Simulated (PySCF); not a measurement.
pyrimidine, C4H4N2, SMILES c1cncnc1, point group C2v.

Force field and properties: B3LYP/pcSseg-1 (PySCF, grid level 2). Vibrational terms come from second-order perturbation theory with semi-diagonal cubic constants, by steps of ±0.6 along the normal coordinates of each isotopologue. The parent has the commonest isotopes.

Equilibrium geometry (Å):

| atom | x | y | z |
| --- | --- | --- | --- |
| C1 | -1.0482 | 0.4390 | 0.0459 |
| C2 | -0.8220 | -0.9323 | 0.1115 |
| N3 | 0.4065 | -1.4548 | 0.0481 |
| C4 | 1.4092 | -0.5824 | -0.0825 |
| N5 | 1.3112 | 0.7474 | -0.1554 |
| C6 | 0.0744 | 1.2497 | -0.0900 |
| H7 | -2.0500 | 0.8554 | 0.0982 |
| H8 | -1.6457 | -1.6378 | 0.2181 |
| H9 | 2.4138 | -1.0000 | -0.1350 |
| H10 | -0.0138 | 2.3343 | -0.1489 |

Species: parent. Output of the displacement run:

```
mode    cm-1    km/mol   phi_rrr   E(+)/cm-1  E(-)/cm-1
  1    354.85     3.46       0.2      64.20      64.26
  2    411.38     0.00       0.1      74.23      74.34
  3    633.75    11.50       0.1     114.13     114.13
  4    697.63     4.40      -3.7     125.46     125.73
  5    741.63    48.34       0.1     133.83     133.82
  6    825.97     4.52      -0.1     149.76     149.52
  7    983.71     0.12       0.6     178.37     178.64
  8   1002.28     0.00       0.4     181.70     181.82
  9   1010.35     4.47     -70.8     179.31     184.42
 10   1028.10     0.03       0.1     185.68     185.55
 11   1076.98     1.48      90.3     197.17     190.67
 12   1091.41     3.75       1.0     196.90     196.95
 13   1158.43     1.49     -58.6     206.45     210.62
 14   1211.97     5.39       0.0     218.57     218.53
 15   1251.01     7.33       0.6     225.48     225.42
 16   1387.91     0.27       0.3     250.43     249.88
 17   1434.66    60.66      -6.0     258.12     258.52
 18   1489.79     7.80      -0.3     268.37     268.34
 19   1607.06    82.79       1.1     289.47     289.36
 20   1609.21    42.92     127.5     294.41     285.14
 21   3146.91    10.72   -1210.1     525.35     612.35
 22   3149.72    15.39     142.1     574.86     564.63
 23   3164.98    12.17    1920.0     644.03     506.16
 24   3193.13     6.03   -1791.9     515.35     643.94
```

For the shielding of H8 (σe = 22.73 ppm):

```
mode  ω (cm⁻¹)  Σr φrrs (cm⁻¹)   ∂σ/∂q  ∂²σ/∂q²
   1       355               1   0.000   -0.027
   2       411               1   0.000   -0.044
   3       634               2   0.107   -0.010
   4       698              -8  -0.056   -0.021
   5       742               0   0.000   -0.124
   6       826               1   0.000   -0.012
   7       984               2   0.000   -0.019
   8      1002               0   0.000   -0.195
   9      1010            -735  -0.026   -0.017
  10      1028               1   0.000   -0.092
  11      1077             681   0.347   -0.048
  12      1091               4   0.169    0.006
  13      1158            -401  -0.119   -0.077
  14      1212               0  -0.016    0.096
  15      1251               2  -0.169   -0.072
  16      1388               0   0.038   -0.174
  17      1435             -67  -0.057   -0.211
  18      1490              -2   0.229   -0.080
  19      1607               0   0.090   -0.061
  20      1609            -120   0.056   -0.141
  21      3147            -622  -0.912    0.101
  22      3150              22  -0.903    0.093
  23      3165             692   0.049    0.000
  24      3193            -665  -0.170   -0.003
```

Problem. Work out the zero-point average of this shielding.

Solution. With ⟨qs⟩ = −Σr φrrs/(4ωs) and ⟨qs²⟩ = 1/2: the mean displacements are -0.001, -0.001, -0.001, 0.003, 0.000, 0.000, -0.001, 0.000, 0.182, 0.000, -0.158, -0.001, 0.087, 0.000, 0.000, 0.000, 0.012, 0.000, 0.000, 0.019, 0.049, -0.002, -0.055, 0.052. The anharmonic term Σ (∂σ/∂q)⟨q⟩ is -0.12 ppm, the harmonic term ¼ Σ ∂²σ/∂q² is -0.28 ppm, so ⟨σ⟩ = 22.33 ppm.
